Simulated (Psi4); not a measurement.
# NO2F (nitryl fluoride) at PBE0/6-31G (sweep point 3)

What is the vertical singlet–triplet gap of NO2F (nitryl fluoride) at PBE0/6-31G (sweep point 3)? 

Program for the calculation: Psi4 1.11.

**1. Starting point**

NO2F has 4 atoms, charge 0, and is taken as a singlet. SMILES: `O=[N+]([O-])F`. The shape is that of a GFN2-xTB optimisation.

Bond lengths: O1–N2 1.145 Å, N2–O3 1.145 Å. Angles: O1–N2–O3 140.2°. A long bond or contact: N2–F4 1.545 Å.

**2. The energy at PBE0/6-31G (sweep point 3)**

Contents of calc.in:

```
memory 1600 mb

molecule {
  O      0.188740     0.465950     1.115660
  N      0.109710    -0.098240     0.122020
  O      0.475520    -1.064170    -0.373030
  F     -0.773970     0.696460    -0.864650
  symmetry c1
}

set {
  basis                6-31G
  puream               true
  scf_type             pk
  dft_radial_points    99
  dft_spherical_points 590
}

e_tot, wfn = energy("pbe0", return_wfn=True)
```

Started as:

```
psi4 -n 1 calc.in calc.out
```

calc.out:

```text
[...]
  Running in c1 symmetry.
[...]
  Nuclear repulsion =  123.467880182532227
[...]
  Multiplicity = 1
[...]
  Nalpha       = 16
  Nbeta        = 16
[...]
    Number of basis functions: 36
[...]
   @RKS iter   1:  -304.26573322391295    1.75188e-01   1.95432e-02 DIIS/ADIIS
[...]
   @RKS iter   9:  -304.45181390035748   -3.53191e-09   1.98962e-07 DIIS
[...]
    Orbital Energies [Eh]
    ---------------------
    Doubly Occupied:
       1A    -24.793792     2A    -19.365874     3A    -19.365782
       4A    -14.756078     5A     -1.452371     6A     -1.287398
       7A     -1.206672     8A     -0.726283     9A     -0.685302
      10A     -0.664598    11A     -0.617218    12A     -0.455191
      13A     -0.423493    14A     -0.422161    15A     -0.410147
      16A     -0.387425
[...]
  @RKS Final Energy:  -304.45181390035748
   => Energetics <=
    Nuclear Repulsion Energy =            123.4678801825322267
    One-Electron Energy =                -663.3246662864858081
    Two-Electron Energy =                 261.3130705052562917
    DFT Exchange-Correlation Energy =     -25.9080983016601607
    Empirical Dispersion Energy =           0.0000000000000000
    VV10 Nonlocal Energy =                  0.0000000000000000
    Total Energy =                       -304.4518139003574788
[...]
 Multipole Moments:
 ------------------------------------------------------------------------------------
     Multipole            Electronic (a.u.)      Nuclear  (a.u.)        Total (a.u.)
 ------------------------------------------------------------------------------------
 L = 1.  Multiply by 2.5417464519 to convert [e a0] to [Debye]
 Dipole X            :         -0.4343613            0.6963496            0.2619883
 Dipole Y            :          0.3913295           -0.6266305           -0.2353010
 Dipole Z            :         -0.4857855            0.7779552            0.2921697
 Magnitude           :                                                    0.4575670
[...]
```

Run time: 8.4 s. Hardware: 1 thread of AMD EPYC 7R43 (Zen 3), shared host; peak memory 0.42 GiB.

**3. The triplet**

Contents of job.in:

```
memory 1.6 GB

molecule m {
  0 3
  O      0.188740     0.465950     1.115660
  N      0.109710    -0.098240     0.122020
  O      0.475520    -1.064170    -0.373030
  F     -0.773970     0.696460    -0.864650
  units angstrom
  symmetry c1
}

set basis 6-31G
set reference uks
set puream true
set scf_type pk
set dft_radial_points 99
set dft_spherical_points 590
set maxiter 150

e_tot, wfn = energy('pbe0', return_wfn=True)
print_variables()
```

Started as:

```
psi4 -n 1 job.in job.out
```

job.out:

```text
[...]
  Running in c1 symmetry.
[...]
  Nuclear repulsion =  123.467880182532227
[...]
  Multiplicity = 3
[...]
  Nalpha       = 17
  Nbeta        = 15
[...]
    Number of basis functions: 36
[...]
   @UKS iter   1:  -304.19741797770678    2.43503e-01   1.19975e-02 DIIS/ADIIS
[...]
   @UKS iter  14:  -304.27595026838947    1.22799e-07   9.30362e-07 DIIS
[...]
   @S^2 Observed:                2.030706697E+00
[...]
    Orbital Energies [Eh]
    ---------------------
    Alpha Occupied:
       1A    -24.813578     2A    -19.380888     3A    -19.380772
       4A    -14.654733     5A     -1.445925     6A     -1.290971
       7A     -1.218772     8A     -0.731983     9A     -0.688077
      10A     -0.681689    11A     -0.628435    12A     -0.496414
      13A     -0.463554    14A     -0.440593    15A     -0.435673
      16A     -0.433067    17A     -0.210898
    Alpha Virtual:
      18A     -0.052464    19A      0.207625    20A      0.453572
      21A      0.609482    22A      0.651476    23A      0.688760
      24A      0.759987    25A      0.853045    26A      0.858483
[...]
  @UKS Final Energy:  -304.27595026838947
   => Energetics <=
    Nuclear Repulsion Energy =            123.4678801825322267
    One-Electron Energy =                -663.3986208443523083
    Two-Electron Energy =                 261.6007591732333140
    DFT Exchange-Correlation Energy =     -25.9459687798027048
    Empirical Dispersion Energy =           0.0000000000000000
    VV10 Nonlocal Energy =                  0.0000000000000000
    Total Energy =                       -304.2759502683894652
[...]
 Multipole Moments:
 ------------------------------------------------------------------------------------
     Multipole            Electronic (a.u.)      Nuclear  (a.u.)        Total (a.u.)
 ------------------------------------------------------------------------------------
 L = 1.  Multiply by 2.5417464519 to convert [e a0] to [Debye]
 Dipole X            :         -0.4839319            0.6963496            0.2124177
 Dipole Y            :          0.4348857           -0.6266305           -0.1917448
 Dipole Z            :         -0.5395932            0.7779552            0.2383620
 Magnitude           :                                                    0.3724296
[...]
```

Run time: 13 s. Hardware: 1 thread of AMD EPYC 7R43 (Zen 3), shared host; peak memory 0.41 GiB.

**4. Outcome**

Level: PBE0/6-31G (sweep point 3).

| quantity | value |
| --- | --- |
| singlet: total energy | -304.45181 Eh |
| singlet: dipole moment | 1.16 D |
| singlet: HOMO energy | -10.54 eV |
| singlet: LUMO energy | -2.78 eV |
| singlet: HOMO–LUMO gap | 7.77 eV |
| triplet: total energy | -304.27595 Eh |
| triplet: dipole moment | 0.95 D |
| triplet: HOMO energy (highest over α and β) | -5.74 eV |
| triplet: ⟨S²⟩ | 2.031 |
| vertical energy of the triplet above the singlet | 4.785 eV |

What this shows: At this shape the triplet lies 4.79 eV (110 kcal/mol) above the singlet.
